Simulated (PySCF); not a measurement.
Work out the structure from these simulated measurements.

Formula: C3H2N; charge +1.

| Property | Result |
| --- | --- |
| 13C NMR | chemical shifts (computed TMS as zero) by class: 108.4 (1 C), 90.1 (1 C), 53.6 (1 C) ppm [GIAO PBE/pcSseg-2] |
| Triplet | lowest triplet excitation (Tamm–Dancoff): 3.80 eV [TDA CAM-B3LYP/def2-SVPD] |
| UV, strongest line | among the 10 lowest singlet transitions: S5 at 8.44 eV (147 nm, f = 1.452) [TDDFT CAM-B3LYP/def2-SVPD] |
| Couplings | largest of the computed one-bond spin–spin couplings (means over like bonds): 13C–1H +317.6, 13C–13C +242.4, 13C–13C +216.2, 15N–1H -167.3, 15N–13C -94.6 Hz [B3LYP/pcJ-1] |
| UV, first state | lowest singlet excitation: 4.65 eV (267 nm, f = 0.000) [TDDFT CAM-B3LYP/def2-SVPD] |
| NMR, other nuclei | isotropic shieldings of nuclei other than C and H, by class: 134 (1 N) ppm [GIAO PBE/pcSseg-2] |
| 1H NMR | chemical shifts (computed TMS as zero) by class: 5.38 (1 H), 3.50 (1 H) ppm [GIAO PBE/pcSseg-2] |
| Polarisability | 36.7 au [CAM-B3LYP/def2-SVPD] |
| Rotational structure | rotational constant B (linear): 4.290 GHz [PBE0-D3(BJ)/def2-SVP] |

The electronic properties come from PySCF, for the isolated species, density fitting. Levels stand in brackets. Isolated species at its PBE0-D3(BJ)/def2-SVP geometry, gas phase. Each NMR value is the plain mean over a class of atoms that symmetry, rotation or inversion makes alike.

Task: What is the compound? Reason from the data.

Result: Numbering: `[CH:1]#[C:2][C:3]#[NH+:4]`. 3 carbons fall into 3 classes; from least to most shielded: terminal alkyne carbon [C1] (108.4 ppm), triply bonded carbon [C3] (90.1 ppm), alkyne carbon [C2] (53.6 ppm). Hydrogen classes from least to most shielded: 1 H on a nitrogen bonded to C and H, N4 (5.38 ppm), 1 H on a terminal alkyne carbon, C1 (3.50 ppm). The other shieldings belong to: 134 ppm, nitrogen bonded to C and H [N4]. The couplings run between: +317.6 Hz, terminal alkyne carbon [C1] and its hydrogen; +242.4 Hz, terminal alkyne carbon [C1] and alkyne carbon [C2]; +216.2 Hz, alkyne carbon [C2] and triply bonded carbon [C3]; -167.3 Hz, nitrogen bonded to C and H [N4] and its hydrogen; -94.6 Hz, nitrogen bonded to C and H [N4] and triply bonded carbon [C3]. The optimised geometry has point group C∞v and is a linear rotor. Structure: protonated cyanoacetylene cation (`[NH+]#CC#C`). The assignments are read from this structure; whether some other isomer fits the data as well wasn't checked.
